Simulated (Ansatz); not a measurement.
Compare A (`CC(F)CF`) with its isomer B (`FCCCF`).

Calculated with Ansatz (gas phase, PBE0-D4/def2-TZVP geometries, no zero-point term in ΔE). CBS: MP2 limit from def2 TZ/QZ plus the TZ coupled-cluster correction, frozen cores. DFT in def2-TZVPP. B3LYP here is the variant with VWN-RPA as its local correlation; programs differ in this. Each species was taken in one conformer, which may not be the lowest.

A:

```xyz
11

C     1.244    0.023   -0.380
C     0.022    0.388    0.427
F    -0.254    1.735    0.243
C    -1.187   -0.410    0.020
F    -2.233   -0.191    0.888
H     2.071    0.682   -0.115
H     1.049    0.128   -1.449
H     1.546   -1.007   -0.178
H     0.199    0.247    1.499
H    -0.950   -1.478    0.031
H    -1.507   -0.117   -0.985
```

B:

Z-matrix (Å, degrees):
```
C
C 1 1.508
F 1 1.387 2 109.8
H 1 1.093 2 111.2 3 119.1
H 1 1.093 2 111.1 3 -119.0
C 2 1.508 1 113.1 3 -64.0
H 2 1.095 1 109.4 3 57.3
H 2 1.095 1 108.7 3 174.2
F 6 1.387 2 109.8 1 -64.0
H 6 1.093 2 111.2 1 55.0
H 6 1.093 2 111.1 1 176.9
```

**Question.** Which isomer does CCSD(T)/CBS put lower? Give the gap. (An estimate is asked.)

**Answer.** Ansatz gave: A, by 7.7 kJ/mol.

**Question.** Give E(B) − E(A) in kJ/mol with MP2/def2-TZVPP, B3LYP, LDA (SPW92), CCSD(T)/def2-SVP, PBE-D4, PBE0-D4, BLYP-D4. (Best estimate.)

**Answer.** Computed: MP2/def2-TZVPP 7.4, B3LYP 7.3, LDA (SPW92) 10.8, CCSD(T)/def2-SVP 4.7, PBE-D4 8.2, PBE0-D4 8.0, BLYP-D4 7.3. None reverses the order clearly.

**Question.** Does the order hold for the free energy at 298.15 K (harmonic terms from PBE0-D4)? (Estimate.)

**Answer.** Computed: Yes: G(B) − G(A) = +11.4 kJ/mol, for one conformer each.

Largest T1 diagnostic: 0.010.

At CCSD(T), def2-SVP lies −3.1 kJ/mol from the extrapolated value and def2-TZVPP −0.3 kJ/mol. Leaving LDA and LC-ωPBE aside and taking each functional with its dispersion term where it has one, the values, not all of them listed here, spread over 2.9 kJ/mol, from BHLYP-D4 to B97M-V.
